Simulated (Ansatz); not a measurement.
Reaction: CH3O (SMILES C[O], doublet) → CH3O (SMILES [CH2]O, doublet)
Each species at its own B3LYP-D3(BJ)/def2-TZVP minimum (Ansatz, a program for electronic structure).

Total energies in hartree (Ansatz). Radicals and triplets start from unrestricted determinants; spin-orbit coupling is neglected. Correlated methods leave the cores frozen. No relativity.

```csv
species,HF/aug-cc-pVTZ,CCSD(T)/aug-cc-pVTZ,HF/aug-cc-pVQZ,CCSD(T)/aug-cc-pVQZ,CCSD(T)/aug-cc-pVDZ,CCSDT(Q)/aug-cc-pVDZ
"1: CH3O (SMILES [O]C, doublet)",-114.46792,-114.88495,-114.47512,-114.91387,-114.78440,-114.78573
"2: CH3O (SMILES O[CH2], doublet)",-114.46541,-114.89884,-114.47287,-114.92881,-114.79658,-114.79793
```

Q: Work out the isomerisation energy (electronic) in kJ/mol: take Hartree-Fock from aug-cc-pVQZ, extrapolate the CCSD(T) correlation energy as X^-3 (X = 3, 4), and add CCSDT(Q) - CCSD(T) in aug-cc-pVDZ. 1 hartree = 2625.5 kJ/mol.

A: 
Species 1: correlation (64·(-0.43875) - 27·(-0.41703))/37 = -0.45460; step -0.00133; E1 = -114.47512 + (-0.45460) + (-0.00133) = -114.93105
Species 2: correlation (64·(-0.45594) - 27·(-0.43343))/37 = -0.47237; step -0.00135; E2 = -114.47287 + (-0.47237) + (-0.00135) = -114.94659
-1·E1 +1·E2 = -0.01554 hartree = -40.8 kJ/mol.
